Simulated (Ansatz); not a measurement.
in.yaml

```yaml
crystal:
  periodic: [false, false, false]
  atoms:
    - {symbol: Si, position_ang: [0.000000, 0.000000, -1.777758]}
    - {symbol: N, position_ang: [0.000000, 0.000000, -0.232121]}
    - {symbol: H, position_ang: [0.000000, 0.000000, 2.009879]}
basis:
  gaussian: {orbitals: 6-31G}
correlation: {method: fci, electrons: outside_noble_gas}
```

```sh
$ ansatz run in.yaml --threads 1 --pin off --events-out ev --progress --plain --max-ram 2393MiB
```

Log:

```
507 factors; integrals over basis functions are off by at most 7.8e-8 eV
mean field evaluation 1: about -9343.9504 eV, gradient 4.6e1 eV
mean field evaluation 2: about -9343.9542 eV, gradient 4.6e1 eV
mean field evaluation 4: about -9349.8447 eV, gradient 3.1e0 eV
mean field evaluation 8: about -9349.8995 eV, gradient 1.1e-1 eV
mean field evaluation 16: about -9337.0507 eV, gradient 9.3e0 eV
mean field evaluation 32: about -9345.9072 eV, gradient 5.7e0 eV
mean field evaluation 64: about -9348.5339 eV, gradient 1.7e1 eV
mean field -9349.89962762 eV, -343.6024737254 hartree, gradient 1.6e-6 eV, S^2 0.000000; 5 other end points of the search recorded, 0 dependent functions left out; unrestricted orbitals would lower it
unrestricted determinant -9352.54214291 eV, -343.6995843712 hartree, S^2 1.3948
6 core orbitals not correlated: weight in the atoms' cores, before any rotation towards them, 1.000 or more for the frozen orbitals, at most 0.000 for the correlated occupied ones
reference -9349.89962762 eV, -343.6024737254 hartree; 5, 5 occupied and 13, 13 virtual orbitals, 507 factors
state -9357.61887720 eV, -343.8861509152 hartree
Total energy: -9357.61887720 eV, -343.8861509152 hartree
```

Natural occupations: 1.9810 1.9192 1.8987 1.8987 1.5615 0.4618 0.1045 0.1045 0.0279 0.0100 0.0083 0.0083 0.0063 0.0030 0.0022 0.0022 0.0018 0.0001.

Ran on 1 thread of Arm Neoverse V1, shared host: 2.4 min wall, 1.2 GiB peak host memory.
